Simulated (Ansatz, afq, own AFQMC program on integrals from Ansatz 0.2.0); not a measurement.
# Atomization energy of BOF, singlet

```xyz
3

O     0.9829   -0.5647    0.4798
B     0.0205   -0.0123    0.0099
F    -1.0034    0.5770   -0.4898
```

Connectivity, by distances: O–B–F.

Atoms in their ground-state spins without spin–orbit coupling (mostly on UHF) minus the molecule (RHF), without zero-point energy. The geometry is a stationary point, not shown to be a minimum.

Basis def2-TZVP. Only valence electrons are correlated. Integrals, coupled cluster, full CI and functionals: Ansatz 0.2.0; the random walks run on the same integrals in our own AFQMC program. ph-AFQMC/CISD is guided by a CISD state made of CCSD amplitudes; releasing the constraint for a short imaginary time cuts its bias at the price of noise, slowly where states lie close. Error bars are statistical, one sigma. The errors of all members are added in quadrature.

No full CI on the walks' own integrals is used here; CCSDT(Q) serves as the reference and is uncertain by about the last step of the cluster series. Each member takes its own surest rung, up to full CI.

The best estimate is CCSD(T) at the basis-set limit (CBS: def2-TZVPP and def2-QZVPP, with their diffuse functions for anions and beside diffuse sets, CCSD(T) itself extrapolated) plus the step from CCSD(T) to CCSDT(Q) in def2-TZVP. Rows without CBS are in def2-TZVP; B2PLYP and the wave-function rows carry a basis error of their own. Core correlation and relativity beyond core potentials are missing, and ± holds the sampling alone.

**Question.** Estimate: order these levels by their error in the atomization energy against the best estimate, smallest first.
A. PBE
B. r2SCAN
C. MP2
D. HF

**Answer.** B (0.168 eV), C (0.585 eV), A (0.682 eV), D (4.415 eV).

Best estimate: 15.461 eV.

Best estimates are given only where the step beyond CCSD(T) is under 0.3 eV and no member's determinant is very poor (T1 over 0.05, or 0.07 for open shells, ⟨S²⟩ too high by 0.3, two states mixed), so the hardest cases are missing from such tables.

The functionals ran in a triple-zeta set and keep a basis error of their own, a few kJ/mol for each bond in atomization energies and more for double hybrids, so close places among them and the extrapolated levels can swap.

Each member of a difference takes its own highest rung, so a best estimate needn't equal the limit plus the step of one row. A walk keeps the symmetry of its determinant, which the program's search chose and which needn't be the lowest solution, so a lower state of the same spin and another symmetry isn't excluded.
